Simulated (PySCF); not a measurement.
Method used: core-valence-separated Tamm–Dancoff BHandHLYP/aug-pcX-1 (pcseg-1 on H) in PySCF, non-relativistic, gas phase, PBE0-D3(BJ)/def2-SVP geometry. No shift to experiment was applied.

Main lines of an unknown, eV (oscillator strength): C K: 283.8 (0.049), 285.1 (0.010), 285.4 (0.019), 286.6 (0.005); O K: 532.8 (0.018), 533.2 (0.027), 535.4 (0.016), 535.7 (0.014), 537.2 (0.007). Listed: the first five lines at most of each edge with a tenth or more of its strongest line's intensity; roots within 0.03 eV on the same or equivalent atoms are summed. Only the lowest roots were sought, and the top ones are left out.

Task: Which candidate gives them?
A. `OB=C`
B. `CB=O`
C. `C(#[O+])[BH3-]`

Result: A. 

- `C=BO`: C K: 283.8 (0.049), 285.1 (0.010), 285.4 (0.019), 286.6 (0.005); O K: 532.8 (0.018), 533.2 (0.027), 535.4 (0.016), 535.7 (0.014), 537.2 (0.007). First C line listed at 283.8 eV, hole on the carbon bonded to B and 2 H (1s→π*); first O line listed at 532.8 eV, hole on the boron-bound oxygen.
- `CB=O`: C K: 286.1 (0.025), 286.8 (0.043), 287.1 (0.027), 288.2 (0.010); O K: 530.8 (0.077). First C line listed at 286.1 eV, hole on the sp3 carbon bound to boron; first O line listed at 530.8 eV, hole on the oxygen bonded to B.
- `[BH3-]C#[O+]`: C K: 284.3 (0.182); O K: 531.8 (0.090). First C line listed at 284.3 eV, hole on the triply bonded carbon (1s→π*); first O line listed at 531.8 eV, hole on the oxygen bonded to C (1s→π*).

One conformer each; other structures than these candidates weren't tested.
